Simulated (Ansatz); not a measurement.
Input (CCSDT(Q)/cc-pV(D+d)Z; Ansatz, a first-principles code): A basis named .json is the Basis Set Exchange file of that set.

Ansatz 0.2 input:
```yaml
crystal:
  periodic: [false, false, false]
  atoms:
    - {symbol: Si, position_ang: [-0.04116040, 0.00557533, -0.09268216]}
    - {symbol: H, position_ang: [0.36192716, 1.44513905, 0.31573958]}
    - {symbol: H, position_ang: [-1.19203177, 0.18280433, 0.92992068]}
    - {symbol: H, position_ang: [1.48015456, -0.22183166, -0.28114553]}
    - {symbol: H, position_ang: [-0.07380436, -1.48416638, 0.33303557]}
basis:
  gaussian:
    orbitals: cc-pV_D+d_Z.json
magnetization: {spin_polarized: true, initial_magnetization: 2}
correlation: {method: ccsdt_q, electrons: outside_noble_gas}
```

Output:

```
Functional definition: HF
integrals: 0.03 GiB planned
860 factors; integrals over basis functions are off by at most 1.8e-7 eV
mean field: 0.10 GiB planned
mean field evaluation 1: about -7919.9190 eV, gradient 7.3e0 eV
mean field evaluation 2: about -7919.9196 eV, gradient 7.3e0 eV
mean field evaluation 4: about -7920.6146 eV, gradient 9.4e-1 eV
mean field evaluation 8: about -7920.6355 eV, gradient 2.2e-2 eV
mean field evaluation 16: about -7920.6314 eV, gradient 3.7e-1 eV
mean field -7920.63549585 eV, -291.0779856730 hartree, gradient 9.6e-7 eV, S^2 2.035667; 0 other end points of the search recorded, 0 dependent functions left out
5 core orbitals not correlated
reference -7920.63549585 eV, -291.0779856730 hartree; 5, 3 occupied and 33, 35 virtual orbitals, 860 factors
second order -3.06822127 eV of doubles, -0.00000000 eV of singles
coupled cluster: 0.32 GiB planned
cycle   1  -3.68035729 eV  change   -6.1e-1 eV  update   6.9e-2
cycle   2  -4.06359984 eV  change   -3.8e-1 eV  update   3.4e-2
cycle   3  -4.09013472 eV  change   -2.7e-2 eV  update   1.1e-2
cycle   4  -4.09849012 eV  change   -8.4e-3 eV  update   4.7e-3
cycle   5  -4.09742744 eV  change    1.1e-3 eV  update   1.5e-3
cycle   6  -4.09725260 eV  change    1.7e-4 eV  update   4.9e-4
cycle   7  -4.09764014 eV  change   -3.9e-4 eV  update   2.0e-4
cycle   8  -4.09762218 eV  change    1.8e-5 eV  update   6.8e-5
cycle   9  -4.09757502 eV  change    4.7e-5 eV  update   2.4e-5
cycle  10  -4.09757652 eV  change   -1.5e-6 eV  update   9.2e-6
cycle  11  -4.09757838 eV  change   -1.9e-6 eV  update   3.6e-6
cycle  12  -4.09757839 eV  change   -1.2e-8 eV  update   1.2e-6
cycle  13  -4.09757719 eV  change    1.2e-6 eV  update   4.7e-7
cycle  14  -4.09757668 eV  change    5.1e-7 eV  update   1.7e-7
perturbative correction -0.00374409 eV, -0.0001375927 hartree
Total energy: -7924.73681662 eV, -291.2287064312 hartree
```

The determinant is spin-contaminated: <S^2> is 2.04, 0.04 over the pure value.

This triplet is an excited state, 4.7 eV above the singlet at CCSD(T)/cc-pV(5+d)Z (Ansatz).
